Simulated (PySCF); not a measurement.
# C6H12 (methylcyclopentane): the cost of one run

The runs use PySCF 2.14.0, with density-fitted response routines of our own; the level of theory stands in each step. All values are computed, except where a source is named. Atoms are numbered from 0 throughout.

## 1. The starting structure

18 atoms, charge 0, multiplicity 1; geometry from: MMFF94s. The atoms were then displaced at random by about 0.03 Å, so the start is not that level's minimum.

Bonds of the start (Å): C0–C1 1.59, C1–C2 1.53, C2–C3 1.37, C3–C4 1.53, C4–C5 1.52, C5–C1 1.54, C0–H6 1.09, C0–H7 1.01, C0–H8 1.18, C1–H9 1.07, C2–H10 1.14, C2–H11 1.12, C3–H12 1.20, C3–H13 1.18, C4–H14 1.08, C4–H15 1.15, C5–H16 1.12, C5–H17 1.07.

## 2. Relaxing the molecule at PBE0-D3(BJ)/def2-SVP

Job settings and geometry (Å):

```
{"job": {"xc": "PBE0", "basis": "def2-SVP", "d3": "d3bj", "grid": 1, "shake": 0.03, "kind": "geom"}, "charge": 0, "multiplicity": 1}
C      2.187140    -0.389580     0.004230
C      0.608810    -0.480010    -0.194910
C     -0.208740    -0.399500     1.097950
C     -1.483620    -0.103500     0.680700
C     -1.497100     0.549050    -0.707610
C     -0.012830     0.677240    -1.007110
H      2.663810    -0.344340    -0.976500
H      2.571780    -1.109210     0.591920
H      2.372280     0.650780     0.537960
H      0.410190    -1.433510    -0.649640
H      0.191950     0.422950     1.774640
H     -0.052370    -1.312530     1.727190
H     -2.188630     0.546920     1.393830
H     -2.196170    -1.038330     0.622680
H     -2.018940    -0.070390    -1.427260
H     -1.960280     1.599890    -0.650890
H      0.392320     1.670680    -0.684360
H      0.164090     0.580300    -2.055070
```

The run is started by

```console
OMP_NUM_THREADS=1 python probes_run.py task.json out
```

This one command runs all jobs of the session in turn.

**Question.** How long does this first job take on 1 thread of Arm Neoverse N1, shared host, and how much memory does it need?

About 87 s, with a peak of 0.58 GiB.
